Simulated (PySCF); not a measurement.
PySCF input (B3PW91/6-31G* (5d)):

```python
from pyscf import gto, dft

mol = gto.M(
    atom='''
    C    -0.01016492   -0.27994848    1.26025238
    N     0.02752705    0.54107075    0.00175175
    C    -0.01788448   -0.27138968   -1.26203737
    H     0.84891463   -0.94534137    1.26048731
    H     0.02659022    0.38821117    2.11682979
    H    -0.93230591   -0.85474018    1.26624623
    H     0.87379519    1.11491211    0.00110891
    H     0.84116373   -0.93674781   -1.27204628
    H     0.01364080    0.40256842   -2.11426959
    H    -0.94005682   -0.84614662   -1.26628736
    H    -0.75613474    1.19781794    0.00637869
    ''',
    basis='6-31g*',
    charge=1,
    spin=0,
    verbose=4,
)

mf = dft.RKS(mol, xc='b3pw91')
mf.grids.level = 3
mf.conv_tol = 1e-9
mf.max_cycle = 100
mf.max_memory = 1500
mf.kernel()
if not mf.converged:
    mf = mf.newton()
    mf.kernel(mf.make_rdm1())
mf.dip_moment()
```

Problem. What final total energy does it give?

Solution. -135.48354 Eh.
